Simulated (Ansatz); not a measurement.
Anatase TiO₂ (metastable phase) was calculated with HSE06 in Ansatz (plane waves, PAW).

Run with plane-wave cutoff 520 eV, 8×8×8 k mesh, no spin polarisation, scalar-relativistic PAW data made under PBE.

Computed at the level's own relaxed cell.

Hill averages of the elastic tensor: K = 208.1 GPa, G = 64.7 GPa. Volume 11.298 Å³/atom, mean atomic mass 26.622 u.

Problem. Work out the density, the sound velocities of a polycrystal and the elastic Debye temperature at this level.

Solution. ρ = 1.66054 × 26.622/11.298 = 3.913 g/cm³. v_l = √[(K + 4G/3)/ρ] = 8.673 km/s and v_t = √(G/ρ) = 4.066 km/s. The mean follows from 3/v_m³ = 1/v_l³ + 2/v_t³: v_m = 4.577 km/s. Θ_D = (ħ/k_B) v_m (6π²/V)^(1/3) = 76.38 K Å s/km × 4.577 × 1.7371 Å⁻¹ = 607 K, counting all atoms of the cell.

Ansatz is a first-principles code.
